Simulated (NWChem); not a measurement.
# SO (sulfur oxide) at UPBE0/MIDI!

Aim: the vertical ionisation energy of SO (sulfur oxide) at UPBE0/MIDI!, from 2 runs. 

Program for the calculation: NWChem 7.3.0.

2 further runs of the same task are left out: 2 set aside as unsound or not needed.

## Step 1: The system as given

SO has 2 atoms, charge 0, and is taken as a triplet. As SMILES, `O=S`. Geometry: the measured bond length.

Bond lengths: O1–S2 1.481 Å.

## Step 2: A single-point energy at UPBE0/MIDI!

Contents of geom.xyz:

```xyz
2
OS energy
O      0.000000     0.000000     0.000000
S      0.000000     0.000000     1.481087
```

Contents of geom.nw:

```
echo
start geom
title "OS energy"
memory stack 880 mb heap 220 mb global 1100 mb
charge 0

geometry noautosym nocenter noautoz
  load geom.xyz
end

basis "ao basis" spherical bse
  O library "MIDI!"
  S library "MIDI!"
end

dft
  xc pbe0
  mult 3
  grid fine
  convergence energy 1e-08
  maxiter 100
  mulliken
  noprint "final vectors analysis"
end

task dft energy
```

Command:

```
$ nwchem geom.nw > geom.out
```

What it wrote:

```text
[...]
          Wavefunction type:  spin polarized.
          No. of atoms     :     2
          No. of electrons :    24
[...]
          Charge           :     0
          Spin multiplicity:     3
[...]
          AO basis - number of functions:    32
[...]
              XC Information
              --------------
                         PBE0 Method XC Functional
                     Hartree-Fock (Exact) Exchange  0.250
          PerdewBurkeErnzerhof Exchange Functional  0.750
            Perdew 1991 LDA Correlation Functional  1.000 local
           PerdewBurkeErnz. Correlation Functional  1.000 non-local
[...]
 d= 0,ls=0.0,diis     1   -470.7145387557 -5.16D+02  1.26D-02  7.09D-02     0.2
[...]
 d= 0,ls=0.0,diis    10   -470.7592896356 -9.00D-09  8.17D-07  2.52D-10     1.1
[...]
         Total DFT energy =     -470.759289635556
      One electron energy =     -740.427160903919
           Coulomb energy =      257.820452046304
    Exchange-Corr. energy =      -33.885672670559
 Nuclear repulsion energy =       45.733091892618
[...]
      Total Density - Mulliken Population Analysis
     ---------------------------------------------
    Atom       Charge   Shell Charges
 -----------   ------   -------------------------------------------------------
    1 O    8     8.12   1.99  1.04  0.80  1.97  2.29  0.03
    2 S   16    15.88   2.00  2.00  1.21  0.68  5.96  2.22  1.60  0.21
[...]
      <S2> =      2.0072 (Exact =     2.0000)
[...]
```

Run time: 1.8 s. Hardware: 1 thread of AMD EPYC 9R14 (Zen 4), shared host; peak memory 0.11 GiB.

## Step 3: The doublet cation

Contents of mymol.nw:

```
START mymol
memory 2200 mb
charge 1

GEOMETRY noautosym nocenter noautoz
  O     0.000000    0.000000    0.000000
  S     0.000000    0.000000    1.481087
END

BASIS "ao basis" spherical bse
  * library "MIDI!"
END

DFT
  xc pbe0
  mult 2
  grid fine
  convergence energy 1e-08
  maxiter 100
  mulliken
  print low
END

TASK dft energy
```

Command:

```
$ nwchem mymol.nw > mymol.out
```

What it wrote:

```text
[...]
 d= 0,ls=0.0,diis     1   -470.2737897466 -5.16D+02  2.07D-02  2.25D-01     0.2
[...]
 d= 0,ls=0.0,diis    13   -470.3588634087 -1.91D-09  2.26D-07  5.56D-11     1.4
[...]
         Total DFT energy =     -470.358863408686
      One electron energy =     -730.554916510986
           Coulomb energy =      247.863400021117
    Exchange-Corr. energy =      -33.400438811434
 Nuclear repulsion energy =       45.733091892618
[...]
      Total Density - Mulliken Population Analysis
     ---------------------------------------------
    Atom       Charge   Shell Charges
 -----------   ------   -------------------------------------------------------
    1 O    8     7.80   1.99  1.11  0.75  1.90  2.02  0.04
    2 S   16    15.20   2.00  2.00  1.37  0.49  5.96  2.05  1.13  0.21
[...]
      <S2> =      0.7537 (Exact =     0.7500)
[...]
```

Wall time 2.1 s (1 thread of AMD EPYC 9R14 (Zen 4), shared host); peak memory 0.11 GiB.

## Step 4: Summary of results

At UPBE0/MIDI!:

| quantity | value |
| --- | --- |
| triplet SO: total energy | -470.75929 Eh |
| triplet SO: dipole moment | 0.86 D |
| triplet SO: ⟨S²⟩ | 2.007 |
| doublet cation: total energy | -470.35886 Eh |
| doublet cation: ⟨S²⟩ | 0.754 |
| vertical ionisation energy (to the doublet cation) | 10.896 eV |

In words: Removing an electron at fixed nuclei costs 10.90 eV (251 kcal/mol).
